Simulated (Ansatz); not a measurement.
Ansatz (a quantum-chemistry and plane-wave program) input (PBE/6-31G*):

Ansatz 0.2 input:
```yaml
crystal:
  periodic: [false, false, false]
  atoms:
    - {symbol: O, position_ang: [-0.09788910, -0.14223064, 0.59918690]}
    - {symbol: C, position_ang: [0.11020707, 0.04653981, -0.61310884]}
    - {symbol: H, position_ang: [0.09106748, 1.04600479, -1.05194397]}
    - {symbol: H, position_ang: [0.31173752, -0.84557014, -1.20537534]}
    - {symbol: H, position_ang: [-0.28093466, 0.65817156, 1.14247713]}
basis:
  gaussian:
    orbitals: 6-31G*
hamiltonian:
  xc: {name: PBE}
total_charge: 1
relax: {f_tol: 0.003, max_steps: 120}
```

Task: What final total energy does it give?

Result: -114.64718 Eh.
